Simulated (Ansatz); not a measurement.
Basis sets compared for Al(NH3)H3 (AlNH6). The state is a singlet with charge 0. Geometry r2SCAN-D4/def2-TZVP. Ansatz on 4 threads of Arm Neoverse V1 on a shared host; times are rough, and most runs start from earlier orbitals.

```xyz
8

Al   -0.1390    0.9868   -0.3884
N     0.1285   -0.9123    0.3590
H     0.0033   -1.6140   -0.3653
H    -0.5367   -1.1128    1.1006
H     1.0622   -1.0287    0.7427
H     0.1050    1.8304    0.9514
H    -1.6474    0.8511   -0.9100
H     1.0240    0.9995   -1.4899
```

Binding counts from free atoms (Al doublet, N quartet, H doublet) in the same basis, without a counterpoise term.

| level | functions | energy (Eh) | HOMO (eV) | LUMO (eV) | binding per atom (eV) | wall time |
| --- | --- | --- | --- | --- | --- | --- |
| PBE-D4/def2-SVP | 62 | -300.4536 | -6.05 | -0.77 | 2.90 | 0.35 s |
| PBE-D4/def2-TZVP (with forces) | 104 | -300.6088 | -6.14 | -1.17 | 2.90 | 0.65 s |
| r2SCAN-D4/def2-TZVP | 104 | -300.7645 | -6.45 | -0.47 | 2.90 | 1.2 s |
| PBE0-D4/def2-SVP | 62 | -300.4920 | -7.34 | 0.10 | 2.88 | 0.35 s |
| PBE0-D4/def2-TZVP | 104 | -300.6435 | -7.41 | -0.36 | 2.87 | 0.7 s |

(1) Estimate the rows for PBE-D4/def2-TZVPD, r2SCAN-D4/def2-TZVPD, PBE0-D4/def2-TZVPD.

Answers

(1) 
```json
{"level": "PBE-D4/def2-TZVPD", "functions": "134", "energy (Eh)": "-300.6097", "HOMO (eV)": "-6.17", "LUMO (eV)": "-1.46", "binding per atom (eV)": "2.90", "wall time": "0.7 s"}
{"level": "r2SCAN-D4/def2-TZVPD", "functions": "134", "energy (Eh)": "-300.7652", "HOMO (eV)": "-6.46", "LUMO (eV)": "-0.74", "binding per atom (eV)": "2.90", "wall time": "1.5 s"}
{"level": "PBE0-D4/def2-TZVPD", "functions": "134", "energy (Eh)": "-300.6442", "HOMO (eV)": "-7.42", "LUMO (eV)": "-0.74", "binding per atom (eV)": "2.87", "wall time": "0.8 s"}
```
